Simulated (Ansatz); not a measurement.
# How methods differ on COF2 (SMILES O=C(F)F)

COF2: 4 atoms, total charge 0, spin state singlet. As SMILES, `O=C(F)F`. The shape is that of a GFN2-xTB optimisation.

```tsv
atom	x (Å)	y (Å)	z (Å)
O	-1.2438	-0.1573	0.1539
C	-0.1025	-0.0132	0.0129
F	0.8510	-0.8234	0.4225
F	0.4953	0.9939	-0.5893
```

Each level gives the energy change with the C2–F3 bond stretched from 1.317 to 1.975 Å (eV). The values are calculated.

```tsv
level	kind	program	value (eV)	less FCI/STO-3G
HF/STO-3G (restricted)	Hartree–Fock	Ansatz	4.45	+2.28
SVWN5/STO-3G (restricted)	LDA	Ansatz	2.96	+0.79
PBE/STO-3G (restricted)	GGA	Ansatz	2.46	+0.29
r2SCAN/STO-3G (restricted)	meta-GGA	Ansatz	2.71	+0.54
r2SCAN0/STO-3G (restricted)	hybrid meta-GGA	Ansatz	3.27	+1.10
RPA@PBE/STO-3G (restricted)	RPA	Ansatz	2.04	-0.13
MP2/STO-3G (restricted)	perturbation theory	Ansatz	3.05	+0.88
CCSDT(Q)/STO-3G (restricted)	coupled cluster or CI	Ansatz	2.17	0.00
CCSDTQ/STO-3G (restricted)	coupled cluster or CI	Ansatz	2.17	0.00
FCI/STO-3G	exact in the basis	Ansatz	2.17	0.00
```

FCI/STO-3G is exact within its basis and frozen core, so for wave-function methods in that basis the difference is their error; functionals converge differently with the basis, so for them it is only a difference. Spin-restricted single references rise too steeply as a bond breaks, Hartree–Fock most of all. The first shape isn't each level's own minimum. The values span 2.04 to 4.45 eV. All rows use very small basis sets, so even the best lies far from the true value.
